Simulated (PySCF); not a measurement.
P5 (charge -1).
Geometry (PBE0-D3(BJ)/def2-SVP, Å), atoms numbered from 1 in this order:
```xyz
5
P5 angstrom
P      0.1124    1.7792    0.0241
P     -1.0953    0.6164   -1.2455
P     -0.7791   -1.4078   -0.7704
P      0.6226   -1.4951    0.7954
P      1.1729    0.4742    1.2881
```

Computed with PySCF at wB97X-D/def2-SVPD, non-relativistic, on one gas-phase PBE0-D3(BJ)/def2-SVP geometry that isn't relaxed in the solvent. The solvent is an IEF-PCM continuum (Bondi radii, 1.10 Å for H, scaled by 1.2), and excitations are vertical TDDFT with non-equilibrium linear response and a frozen core. Only the electrostatic response of the medium enters.

Gas-phase singlets (H = HOMO, L = LUMO):

```json
{"state": "S1", "E (eV)": "3.577", "λ (nm)": "347", "f": "0.000", "leading configurations": "H-2→L+1 36%, H-3→L 33%, H-2→L 16%"}
{"state": "S2", "E (eV)": "3.578", "λ (nm)": "347", "f": "0.000", "leading configurations": "H-2→L 38%, H-3→L+1 32%, H-2→L+1 15%"}
{"state": "S3", "E (eV)": "3.630", "λ (nm)": "342", "f": "0.000", "leading configurations": "H-3→L+1 39%, H-2→L 32%, H-3→L 14%"}
{"state": "S4", "E (eV)": "3.631", "λ (nm)": "342", "f": "0.000", "leading configurations": "H-3→L 38%, H-2→L+1 34%, H-3→L+1 14%"}
{"state": "S5", "E (eV)": "3.777", "λ (nm)": "328", "f": "0.000", "leading configurations": "H→L 45%, H-1→L+1 45%"}
```

Q: What are the lowest 5 singlets in benzene (ε = 2.271)?

A: 
```json
{"state": "S1", "E (eV)": "3.550", "λ (nm)": "349", "f": "0.000", "leading configurations": "H-2→L+1 27%, H-2→L 25%, H-3→L 25%", "change by rank (eV)": "-0.027"}
{"state": "S2", "E (eV)": "3.550", "λ (nm)": "349", "f": "0.000", "leading configurations": "H-2→L 29%, H-2→L+1 24%, H-3→L+1 24%", "change by rank (eV)": "-0.028"}
{"state": "S3", "E (eV)": "3.597", "λ (nm)": "345", "f": "0.000", "leading configurations": "H-3→L 27%, H-2→L+1 25%, H-3→L+1 25%", "change by rank (eV)": "-0.033"}
{"state": "S4", "E (eV)": "3.597", "λ (nm)": "345", "f": "0.000", "leading configurations": "H-3→L+1 29%, H-2→L 24%, H-3→L 24%", "change by rank (eV)": "-0.034"}
{"state": "S5", "E (eV)": "3.741", "λ (nm)": "331", "f": "0.000", "leading configurations": "H→L 34%, H-1→L+1 34%, H-1→L 15%", "change by rank (eV)": "-0.036"}
```

Q: How do the frontier levels move from gas to benzene?

A: 
| orbital | gas (eV) | solvent (eV) | change (eV) | Löwdin shares, gas | Löwdin shares, solvent |
| --- | --- | --- | --- | --- | --- |
| LUMO+2 | 5.82 | 3.61 | -2.21 | P3 27 %, P5 24 %, P1 20 %, P2 16 % | P3 26 %, P5 25 %, P1 19 %, P2 16 % |
| LUMO+1 | 3.82 | 1.58 | -2.24 | P2 32 %, P3 29 %, P1 19 %, P4 14 % | P2 32 %, P3 29 %, P1 18 %, P4 14 % |
| LUMO | 3.81 | 1.57 | -2.24 | P5 33 %, P4 26 %, P1 21 %, P3 11 % | P5 33 %, P4 26 %, P1 22 %, P3 11 % |
| HOMO | -4.01 | -6.26 | -2.25 | P1 31 %, P4 24 %, P3 23 %, P2 11 % | P1 31 %, P3 25 %, P4 22 %, P5 12 % |
| HOMO-1 | -4.01 | -6.26 | -2.25 | P5 30 %, P2 29 %, P3 17 %, P4 16 % | P2 30 %, P5 28 %, P4 18 %, P3 15 % |
| HOMO-2 | -4.19 | -6.43 | -2.24 | P4 37 %, P1 28 %, P2 22 %, P3 8 % | P4 37 %, P1 28 %, P2 22 %, P3 8 % |
| HOMO-3 | -4.20 | -6.43 | -2.23 | P5 35 %, P3 32 %, P2 18 %, P1 12 % | P5 35 %, P3 32 %, P2 18 %, P1 12 % |

The HOMO–LUMO gap goes from 7.82 to 7.84 eV. Shares within a degenerate set are those of one arbitrary member.

The run took 5.3 s wall on Intel Xeon 6975P-C, one thread, no GPU, shared host with 192 logical CPUs at a one-minute load of 121, and the process peaked at 0.56 GiB of memory. This is the whole response run at wB97X-D/def2-SVPD in benzene, SCF included.
